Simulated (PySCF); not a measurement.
Streptocyanine-3, C₃H₇N₂ (charge +1).
Atom-mapped SMILES: `[NH2:1]/[CH:2]=[CH:3]/[CH:4]=[NH2+:5]` (hydrogens: H6, H7 on N1; H8 on C2; H9 on C3; H10 on C4; H11, H12 on N5)

Structure optimised with GFN2-xTB, isolated species.

**Question.** Give the optimised bond lengths and angles.

**Answer.** 
| bond | length (pm) |
| --- | --- |
| N1–C2, C4=N5 | 131.2 |
| C2=C3, C3–C4 | 138.3 |
| N1–H6 and 3 like bonds | 101.0 |
| C2–H8, C4–H10 | 108.4 |
| C3–H9 | 108.1 |

Bonds in one row agree within 1 pm and their mean is given. A selection of angles:
| angle | degrees |
| --- | --- |
| C2–N1–H6 | 121.7 |
| H6–N1–H7 | 117.4 |
| N1–C2–C3 | 124.4 |
| N1–C2–H8 | 116.5 |
| C3–C2–H8 | 119.1 |
| C2–C3–C4 | 121.7 |
| C2–C3–H9 | 119.2 |
| N5–C4–H10 | 116.4 |

Dihedral angles: N1–C2–C3–C4 180° (antiperiplanar); C2–C3–C4–N5 180° (antiperiplanar).

Of the pairs four or more bonds apart, H8···H10 is among the closest relative to their van der Waals radii: 2.41 Å, 101 % of the sum of Bondi's values. C3 (alkene CH carbon) is planar (angles 121.7°, 119.2° and 119.1°, sum 360.0°, 0.00 Å off the plane of its three neighbours). N1 (nitrogen bonded to C and 2 H) is planar (angles 121.7°, 120.9° and 117.4°, sum 360.0°, 0.00 Å off the plane of its three neighbours). The 5 heavy atoms lie in one plane (0.000 Å rms). C2 (carbon bonded to C, N and H) is planar (angles 124.4°, 119.1° and 116.5°, sum 360.0°, 0.00 Å off the plane of its three neighbours).

Point group: C2v (every atom within 0.08 Å of its image). Not checked by GFN2-xTB frequencies.

One conformer stands for the species.

These are computed values.
